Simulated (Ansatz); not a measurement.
# Si₂NH₆ radical: one species, many methods

The task here is to estimate one member of a computed series from the others.

Computed with Ansatz 0.2.0, Gaussian basis. Level: functionals in def2-TZVPP, the program's frozen cores in correlated methods.

Plan: LDA (SPW92), PBE-D4, revPBE-D4, BLYP-D4, r2SCAN-D4, B97M-V, PBE0-D4, B3LYP-D4, r2SCANh-D4, r2SCAN0-D4, HSE06-D4, BHLYP-D4, CAM-B3LYP-D4, LC-ωPBE, ωB97X-V, ωB97M-V, B2PLYP, PBE-QIDH; CCSD(T)/def2-SVP; CCSD(T)/def2-TZVPP; CCSD(T)/def2-QZVPP; extrapolation to the limit; RPA on PBE.

## The geometry

The geometry comes from an earlier relaxation with PBE0-D4 in a triple-zeta def2 set; it is a stationary point, not always the lowest conformer.

9 atoms, charge 0, spin multiplicity 2.

Atoms are counted from 1 here; the program's logs count them from 0.

Bond lengths: Si1–N2 1.730 Å, Si1–H4 1.491 Å, Si1–H5 1.494 Å, N2–Si3 1.731 Å, N2–H6 1.011 Å, Si3–H7 1.488 Å, Si3–H8 1.483 Å, Si3–H9 1.488 Å. Angles: N2–Si1–H4 107.7°, N2–Si1–H5 108.7°, H4–Si1–H5 110.7°, Si1–N2–Si3 128.1°, Si1–N2–H6 115.1°, Si3–N2–H6 116.2°, N2–Si3–H7 111.1°, N2–Si3–H8 106.9°, N2–Si3–H9 112.0°, H7–Si3–H8 109.8°, H7–Si3–H9 107.5°, H8–Si3–H9 109.5°.

The first run:

Input file in.yaml:

```yaml
crystal:
  periodic: [false, false, false]
  atoms:
    - {symbol: Si, position_ang: [-1.200856, 0.925305, -0.948367]}
    - {symbol: N, position_ang: [0.196886, 0.625803, 0.025193]}
    - {symbol: Si, position_ang: [0.611744, -0.820464, 0.880208]}
    - {symbol: H, position_ang: [-1.616525, -0.372047, -1.554540]}
    - {symbol: H, position_ang: [-0.842900, 1.913407, -2.010927]}
    - {symbol: H, position_ang: [0.764121, 1.439256, 0.222199]}
    - {symbol: H, position_ang: [1.982631, -1.276549, 0.525392]}
    - {symbol: H, position_ang: [-0.378231, -1.853403, 0.488479]}
    - {symbol: H, position_ang: [0.571629, -0.627709, 2.355364]}
basis:
  gaussian: {orbitals: def2-TZVPP}
magnetization: {spin_polarized: true, initial_magnetization: 1}
hamiltonian: {xc: lda}
output: {orbitals: {seedname: orbitals}}
```

Command:

```
> ansatz run in.yaml --threads 2 --pin off --events-out ev --progress --plain --max-ram 32768MiB --backend cpu
```

Steps of the session up to this table: LDA; PBE-D4 (GGA); revPBE-D4 (GGA); BLYP-D4 (GGA); r2SCAN-D4 (meta-GGA); B97M-V (meta-GGA); B3LYP-D4 (hybrid); r2SCANh-D4 (hybrid); r2SCAN0-D4 (hybrid); HSE06-D4 (hybrid); BHLYP-D4 (hybrid); CAM-B3LYP-D4 (range-separated); LC-ωPBE (range-separated); ωB97X-V (range-separated); ωB97M-V (range-separated); B2PLYP (double hybrid); PBE-QIDH (double hybrid).

One table of the session follows, with a row left open; its other results are not shown here.

```
  functional  HOMO (eV)  LUMO (eV)  gap (eV)
 LDA (SPW92)      -4.34      -3.23      1.11
      PBE-D4      -4.39      -2.83      1.56
   revPBE-D4      -4.38      -2.70      1.68
     BLYP-D4      -4.19      -2.86      1.33
   r2SCAN-D4      -4.73      -2.36      2.37
      B97M-V      -4.52      -3.04      1.48
     PBE0-D4      -5.52      -1.91      3.62
    B3LYP-D4      -5.25      -2.31      2.94
  r2SCANh-D4          ?          ?         ?
  r2SCAN0-D4      -5.77      -1.61      4.16
    HSE06-D4      -5.13      -2.29      2.84
    BHLYP-D4      -6.48      -1.12      5.36
CAM-B3LYP-D4      -6.73      -1.03      5.71
     LC-ωPBE      -8.16       0.38      8.54
     ωB97X-V      -7.66      -0.16      7.50
     ωB97M-V      -7.31      -0.32      6.99
```

**Question.** Estimate the row for r2SCANh-D4.

Worked estimate for «HOMO (eV)». Against the share of exact exchange, r2SCAN-D4 (0, -4.73), r2SCAN0-D4 (0.25, -5.77) give a slope of -4.16 per unit share; at 0.1 the line stands at -5.15.

**Answer.** HOMO (eV): -5.14; LUMO (eV): -2.05; gap (eV): 3.09. In «HOMO (eV)» the line misses by -0.01.
